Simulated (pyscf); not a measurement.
Thermochemistry of product channels of HO–AsH₂ + AsH₃ on the singlet surface, in kcal/mol, from ωB97M-D3(BJ)/def2-TZVP energies (ideal gas, 1 atm, RRHO with modes under 100 cm⁻¹ raised to 100, one conformer, R ln 2 for rigid chiral ones). Structures and frequencies: ωB97X-D3(BJ)/def2-SVP in PySCF.

```tsv
products	ΔE	ΔH(298 K)	ΔG(600 K)	ΔG(900 K)
H₂As–O–AsH₂ + H₂	(withheld)	+6.9	+12.1	+13.9
HO–AsH–AsH₂ + H₂	-2.1	-3.2	-0.7	(withheld)
```

Question: Some entries are withheld; supply them.

Answer: 
- H₂As–O–AsH₂ + H₂, ΔE: +9.6
- HO–AsH–AsH₂ + H₂, ΔG(900 K): -0.4

These are energies of the channels, which say nothing of barriers. Elements up to Kr have no core potential and no relativistic terms here.
